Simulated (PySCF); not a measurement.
NO, multiplicity 2. Atoms are numbered in the order given.

```xyz
2

N      0.0000     0.0000    -0.6107
O      0.0000     0.0000     0.5343
```
Charge 0, spin multiplicity 2.

Geometry: B3LYP-D3(BJ)/def2-TZVPD.

Method: ωB97X/def2-TZVPD in PySCF.

Isolated molecule, no solvent.

```yaml
total_energy: -129.91456 hartree
point_group: C∞v
"α spin, highest occupied and lowest empty level": -8.82 and -0.15 eV
"β spin, highest occupied and lowest empty level": -15.72 and 0.32 eV
dipole_moment: 0.027 e·Å
"⟨S²⟩": 0.754 (pure state 0.75)
```
